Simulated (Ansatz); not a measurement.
**CH₃, doublet in 6-31G: errors against full CI**

Geometry: displaced at random from a stationary point.

```xyz
4

C     0.0173    0.0064   -0.0025
H     0.9324    0.0288    0.0088
H    -0.6231    0.9105   -0.0018
H    -0.5156   -1.0152    0.0222
```

Basis 6-31G; Ansatz 0.2.0. Only valence electrons are correlated (noble-gas cores frozen), which leaves 7 electrons in 14 orbitals. R marks a restricted (for open shells ROHF) determinant, U an unrestricted one. Active spaces: valence = (7e, 7o) chosen from the atoms' valence shells.

Full CI is exact within this basis and frozen core; it isn't the basis-set limit. The frozen core follows each run's orbitals, which can shift R against U totals by a few meV.

For open shells CISD and CISDTQ are restricted-active-space CI with the open shells as a complete middle space.

* UHF ⟨S²⟩: 0.762
* T1 diagnostic (RCCSD): 0.0151
* largest doubles amplitude (RCCSD): 0.045
* T1 diagnostic (UCCSD): 0.0063

```
                   level  E − E(full CI) (kJ/mol)  share of correlation (%)  wall time
                     RHF                    253.5                      0.00          –
                     UHF                    245.2                      3.28          –
                    RMP2                     52.6                     79.25          –
                    UMP2                     50.5                     80.09          –
                    CISD                     10.8                     95.73     0.18 s
                   RCCSD                      3.4                     98.65          –
                   UCCSD                      3.4                     98.64          –
                RCCSD(T)                      0.8                     99.70     0.15 s
                UCCSD(T)                      0.8                     99.70     0.15 s
                 BCCD(T)                      0.8                     99.69     0.18 s
                  RCCSDT                      0.2                     99.91          –
                  UCCSDT                      0.2                     99.93          –
                  CISDTQ                      0.2                     99.93      0.6 s
               RCCSDT(Q)                      0.0                     99.99     0.51 s
               UCCSDT(Q)                      0.0                    100.01     0.51 s
                 RCCSDTQ                      0.0                    100.00      4.5 s
                 UCCSDTQ                      0.0                    100.01      4.5 s
  CASSCF (valence space)                     98.4                     61.20          –
  NEVPT2 (valence space)                     22.2                     91.25      1.3 s
  MRCISD (valence space)                      2.1                     99.19          –
MRCISD+Q (valence space)                      0.4                     99.84      1.6 s
```

The correlation energy at full CI, counted from RHF, is -2.628 eV. That run took 1.4 s on 1 thread of Arm Neoverse V1, shared host over 364,364 determinants.

Times hold each run's SCF and search for its determinant on a shared host, so for small cases they say little of a method's own cost; they ran on 1 thread of Arm Neoverse V1.

The full-CI state has the irrep A of C1, in the program's axes.

Natural occupations of full CI about the gap: 1.980 1.970 1.965 0.993 0.029 0.025 0.014 0.007 0.006 0.005; effectively unpaired electrons, Σ n²(2−n)², 1.02.
